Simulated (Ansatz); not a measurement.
# BSiH3+ (quartet): wave-function methods side by side, cc-pVDZ

How much of the correlation energy of BSiH3+ (quartet) does each wave-function method recover here?

Computed with Ansatz 0.2.0, Gaussian basis. Level: cc-pVDZ, core rule «outside noble gas», up to 6 orbitals frozen.

The runs, in order: UHF; CCSD(T) on ROHF; CCSD(T) on UHF; BCCD(T) on ROHF; CISD; CCSDT(Q) on ROHF; CCSDT(Q) on UHF; CASSCF and MRCISD+Q, 9 electrons in 11 orbitals; CASSCF and NEVPT2, 9 electrons in 11 orbitals.

23 further runs of the same task are left out: 3 for a known fault of the program, 7 that didn't finish, 13 set aside as unsound or not needed.

### 1 What is computed

The geometry is a PBE0/def2-TZVP stationary point (not a proven minimum) of the parent state, kept for this charge and spin.

5 atoms, charge 1, spin multiplicity 4.

Atoms are counted from 1 here; the program's logs count them from 0.

Bond lengths: Si1–B2 1.937 Å, Si1–H3 1.498 Å, B2–H4 1.198 Å, B2–H5 1.192 Å. Angles: B2–Si1–H3 122.8°, Si1–B2–H4 117.0°, Si1–B2–H5 121.4°, H4–B2–H5 121.6°.

### 2 UHF

in.yaml

```yaml
crystal:
  periodic: [false, false, false]
  atoms:
    - {symbol: Si, position_ang: [0.000000, -0.085926, 0.595821]}
    - {symbol: B, position_ang: [0.000000, 0.089951, -1.333031]}
    - {symbol: H, position_ang: [0.000000, 1.095005, 1.517690]}
    - {symbol: H, position_ang: [0.000000, 1.201588, -1.778382]}
    - {symbol: H, position_ang: [0.000000, -0.867120, -2.043536]}
basis:
  gaussian: {orbitals: cc-pVDZ}
total_charge: 1
magnetization: {spin_polarized: true, initial_magnetization: 3}
hamiltonian: {xc: hf}
output: {orbitals: {seedname: orbitals}}
```

On the command line:

```sh
$ ansatz run in.yaml --threads 1 --pin off --events-out ev --progress --plain --max-ram 2393MiB
```

The runs that follow: CCSD(T) on ROHF; CCSD(T) on UHF; BCCD(T) on ROHF; CISD; CCSDT(Q) on ROHF; CCSDT(Q) on UHF; CASSCF and MRCISD+Q, 9 electrons in 11 orbitals; CASSCF and NEVPT2, 9 electrons in 11 orbitals.

Before running them: what should the planned runs give, taken together? Wanted: UCCSDT(Q) below the RHF energy; RMP2 from UCCSDT(Q); UMP2 from UCCSDT(Q); RCCSD from UCCSDT(Q); RCCSD(T) from UCCSDT(Q); UCCSD(T) from UCCSDT(Q); RCCSDT(Q) from UCCSDT(Q); NEVPT2 valence from UCCSDT(Q); MRCISD+Q valence from UCCSDT(Q).

**Answer**, as computed:

```
                         quantity                                        value
   UCCSDT(Q) below the RHF energy                                   -4.7967 eV
              RMP2 from UCCSDT(Q)                                  +1244.1 meV
              UMP2 from UCCSDT(Q)                                  +1228.0 meV
             RCCSD from UCCSDT(Q)                                   +190.2 meV
          RCCSD(T) from UCCSDT(Q)                                    +49.0 meV
          UCCSD(T) from UCCSDT(Q)                                    +48.6 meV
         RCCSDT(Q) from UCCSDT(Q)                                     +1.2 meV
    NEVPT2 valence from UCCSDT(Q)                                   +764.5 meV
  MRCISD+Q valence from UCCSDT(Q)                                    +28.9 meV
levels within 1 kcal/mol (43 meV)  RCCSDT, UCCSDT, RCCSDT(Q), MRCISD+Q valence
                    T1 diagnostic                                        0.040
   effectively unpaired electrons                                         3.02
```

In words: RCCSD(T) misses by +49.0 meV, 1.0 % of the correlation energy. The occupations are near whole numbers, but T1 = 0.040 shows that the orbitals relax strongly. Of the multireference levels listed MRCISD+Q valence comes nearest in total energy (+28.9 meV), which doesn't show that its space is the better one. These misses are within one basis, not against nature; the frozen cores of restricted and unrestricted runs differ, which can shift their rows.
